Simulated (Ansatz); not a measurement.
Band gap (eV) of a set of layered and molecular crystals (20 solids), computed with r²SCAN (Ansatz, an electronic-structure program, plane waves, PAW) and with HSE06 in Ansatz (PAW). The set holds measured phases with no doubt noted on the run or the magnetic state but for the caveats below. 38 more of the class have both values but aren't in it, for one of these reasons: built or high-temperature cells, doubts on the run or the magnetic state, unlike cells, values of zero, database compounds that came out metallic. Solids without a value at one level (not run, failed, or a magnetic order lost), or held back for tests, aren't counted.

All rows, in order of the shift (worked out from unrounded values):

```json
[
 {"solid": "tetradymite Bi₂Te₃", "r²SCAN": "0.52", "HSE06": "0.64", "shift (eV)": "+0.12"},
 {"solid": "SnSe (Pnma, No. 62)", "r²SCAN": "0.85", "HSE06": "0.99", "shift (eV)": "+0.14"},
 {"solid": "tetradymite Bi₂Se₃", "r²SCAN": "0.49", "HSE06": "0.65", "shift (eV)": "+0.16"},
 {"solid": "litharge SnO", "r²SCAN": "0.19", "HSE06": "0.42", "shift (eV)": "+0.23"},
 {"solid": "TlGaSe₂ (C2/c, No. 15)", "r²SCAN": "1.57", "HSE06": "1.83", "shift (eV)": "+0.25"},
 {"solid": "trigonal Te", "r²SCAN": "0.32", "HSE06": "0.58", "shift (eV)": "+0.26"},
 {"solid": "2H MoTe₂", "r²SCAN": "0.82", "HSE06": "1.11", "shift (eV)": "+0.29"},
 {"solid": "1T (CdI2-type) MgI₂", "r²SCAN": "4.11", "HSE06": "4.45", "shift (eV)": "+0.34"},
 {"solid": "litharge PbO", "r²SCAN": "1.51", "HSE06": "1.86", "shift (eV)": "+0.35"},
 {"solid": "1T (CdI2-type) SnSe₂", "r²SCAN": "0.81", "HSE06": "1.17", "shift (eV)": "+0.36"},
 {"solid": "AsSe (P2₁/c, No. 14)", "r²SCAN": "1.25", "HSE06": "1.67", "shift (eV)": "+0.42"},
 {"solid": "TlAsS₂ (P2₁/c, No. 14)", "r²SCAN": "1.78", "HSE06": "2.20", "shift (eV)": "+0.42"},
 {"solid": "TlS (I4/mcm, No. 140)", "r²SCAN": "0.43", "HSE06": "0.86", "shift (eV)": "+0.43"},
 {"solid": "Tl₄HgI₆ (P4/mnc, No. 128)", "r²SCAN": "1.60", "HSE06": "2.05", "shift (eV)": "+0.46"},
 {"solid": "trigonal Se", "r²SCAN": "1.27", "HSE06": "1.78", "shift (eV)": "+0.51"},
 {"solid": "solid iodine", "r²SCAN": "1.32", "HSE06": "1.91", "shift (eV)": "+0.59"},
 {"solid": "hexagonal BN", "r²SCAN": "4.79", "HSE06": "5.54", "shift (eV)": "+0.76"},
 {"solid": "solid CO2 (dry ice)", "r²SCAN": "7.57", "HSE06": "8.69", "shift (eV)": "+1.11"},
 {"solid": "solid chlorine", "r²SCAN": "2.86", "HSE06": "4.12", "shift (eV)": "+1.26"},
 {"solid": "α-N2", "r²SCAN": "8.18", "HSE06": "9.82", "shift (eV)": "+1.63"}
]
```

The shift from r²SCAN to HSE06 has a median of +0.39 eV, and eight in ten lie between +0.16 eV and +1.13 eV; HSE06 is the larger in 20 and the smaller in 0 of 20.

Ansatz's runs of these crystals have no spin polarisation.

Density-functional gaps are differences of (generalised) Kohn–Sham levels.

Spin–orbit coupling is included only where a level's name says +SOC; with heavier elements it mostly lowers gaps and can invert bands. Cells: r²SCAN at the measured cell for 16 of them, at the measured cell (atoms relaxed with PBEsol) for 4 of them; HSE06 at the measured cell for 16 of them, at the measured cell (atoms relaxed with PBEsol) for 4 of them. Ansatz's density-functional and Hartree–Fock values are scalar-relativistic unless marked +SOC, with PAW data made under PBE.
